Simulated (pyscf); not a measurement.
# 1,1-elimination: Cl–CH₂–Cl (SMILES ClCCl) → Cl–C:–Cl (SMILES Cl[C]Cl) [singlet] + H₂ (SMILES [H][H])

Gas phase, singlet surface, charge 0. Bonds broken: C2–H4, C2–H5. Bonds formed: H4–H5. Single points on ωB97X-D3(BJ)/def2-SVP structures (PySCF, gas phase).

Transition state (Å):

```xyz
5

Cl     1.1623     1.7035    -0.9109
C      0.0936     0.6697    -0.0104
Cl     0.9876    -0.4098     1.0176
H     -0.7311     0.0006    -0.8184
H     -0.2332    -0.5088    -1.3315
```

One imaginary mode, 1043i cm⁻¹; descent along it reached the two sides named.

```json
[
 {"bond": "C2–H4", "change": "breaks", "reactant side (Å)": "1.096", "saddle": "1.334", "product side": "2.8"},
 {"bond": "C2–H5", "change": "breaks", "reactant side (Å)": "1.096", "saddle": "1.800", "product side": "3.3"},
 {"bond": "H4–H5", "change": "forms", "reactant side (Å)": "1.802", "saddle": "0.878", "product side": "0.761"}
]
```

Electronic energies relative to the reactant's lowest minimum found (kcal/mol):

```tsv
level	barrier	reaction energy	reverse barrier
ωB97X-D3(BJ)/def2-TZVP	103.6	+87.5	16.1
PBE/def2-TZVP	92.4	+81.3	11.0
r²SCAN/def2-TZVP	95.6	+83.7	11.9
B3LYP-D3(BJ)/def2-TZVP	98.1	+83.3	14.7
PBE0-D3(BJ)/def2-TZVP	100.0	+88.6	11.5
M06-2X/def2-TZVP	103.5	+86.6	16.9
ωB97M-D3(BJ)/def2-TZVP	101.3	+85.0	16.2
HF/def2-TZVP	113.6	+85.9	27.7
```

With ωB97M-D3(BJ)/def2-TZVP energies and thermal terms (ideal gas, 1 atm, RRHO with modes under 100 cm⁻¹ raised to 100, one conformer, R ln 2 for chiral ones without a mode under 150 cm⁻¹), in kcal/mol:

```tsv
T (K)	ΔH‡	ΔG‡	ΔH	ΔG
298	94.7	94.1	+77.4	+68.5
600	95.2	93.2	+78.6	+58.9
900	95.5	92.1	+79.1	+48.9
1200	95.5	91.0	+79.0	+38.8
```

The same reactants have a lower exit, to Cl• + •H₂C–Cl (no saddle counted: cutting one bond costs +81.9 kcal/mol at ωB97M-D3(BJ)/def2-TZVP, against +101.3 kcal/mol here). This is the saddle that the search found; another between the same sides may lie lower.
